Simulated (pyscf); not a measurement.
Thermochemistry of product channels of •O–Al=O + hydrogen (H₂) on the doublet surface, in kcal/mol, from ωB97M-D3(BJ)/def2-TZVP energies (ideal gas, 1 atm, RRHO with modes under 100 cm⁻¹ raised to 100, one conformer, R ln 2 for chiral ones without a mode under 150 cm⁻¹). PySCF, gas phase, ωB97X-D3(BJ)/def2-SVP geometries.

```csv
products,ΔE,ΔH(298 K),ΔG(298 K),ΔG(900 K)
O atom (O) [triplet] + [HO–AlH]•,+42.6,+44.2,+42.0,+38.0
hydroxyl (OH•) + O=AlH,___,+17.0,+15.3,___
```

Q: Some entries are withheld; supply them.

A: 
- hydroxyl (OH•) + O=AlH, ΔE: +15.8
- hydroxyl (OH•) + O=AlH, ΔG(900 K): +12.5

These are energies of the channels, which say nothing of barriers. O=AlH lies 43.9 kcal/mol over its isomer HO–Al [singlet] (electronic energy, ωB97M-D3(BJ)). Left out: orbital degeneracy and the spin-orbit lowering of OH, O. The term symbol of open-shell •O–Al=O was not checked; spin-orbit terms and orbital degeneracy are left out.
